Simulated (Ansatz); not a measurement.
Geometry optimisation, RKS PBE0-D4/def2-SVP (Ansatz 0.2.0).

The input (input.yaml):

```yaml
crystal:
  periodic: [false, false, false]
  atoms:
    - { symbol: Si, position_ang: [0.0, 0.0, 0.0] }
    - { symbol: Cl, position_ang: [1.2713, 0.0, 1.9526] }
    - { symbol: H, position_ang: [1.6559, 0.0, 0.1178] }
    - { symbol: "N", position_ang: [-0.8572, 1.4851, -0.6061] }
    - { symbol: H, position_ang: [-1.8773, 1.43, -0.8888] }
    - { symbol: H, position_ang: [-0.3367, 2.4058, -0.6766] }
    - { symbol: H, position_ang: [-0.6877, -1.1914, -0.4862] }
basis:
  gaussian: { orbitals: def2-SVP }
hamiltonian:
  xc: pbe0
  dispersion: d4
relax:
  f_tol: 0.15
  max_steps: 25
  restrain:
    - { distance: [1, 2], at: 2.57, k: 30.0 }
    - { distance: [0, 1], at: 2.13, k: 30.0 }
    - { distance: [0, 2], at: 1.46, k: 30.0 }
```

Launched with:

```bash
$ ansatz run input.yaml --threads 1 --pin off --max-ram 2048MiB --backend cpu --events-out ev --progress --plain --runs-dir out
```

Problem. Where does it end, and by what steps?

Solution. It converged. The restraints hold the end off the free minimum. After 5 steps the energy has fallen by 2.857 eV (the restraints' own energy left out); H3 moved furthest, 0.56 Å.

```
step  energy less start (eV)  largest force component (eV/Å)  accepted
   0                  0.0000                           3.484       yes
   1                 -1.2414                           1.938       yes
   2                 -2.1026                           1.522       yes
   3                 -2.7161                           0.832       yes
   4                 -2.8391                           0.894       yes
   5                 -2.8571                           0.889       yes
```

```xyz
7
Properties=species:S:1:pos:R:3
Si 0.189 0.065 -0.010
Cl 0.726 0.064 2.025
H 1.586 0.060 -0.433
N -0.702 1.397 -0.585
H -1.714 1.373 -0.656
H -0.332 2.340 -0.623
H -0.585 -1.170 -0.304
```

Time of the run: 13 s on 1 thread of Arm Neoverse V2, on a shared host, peak memory 0.14 GiB.
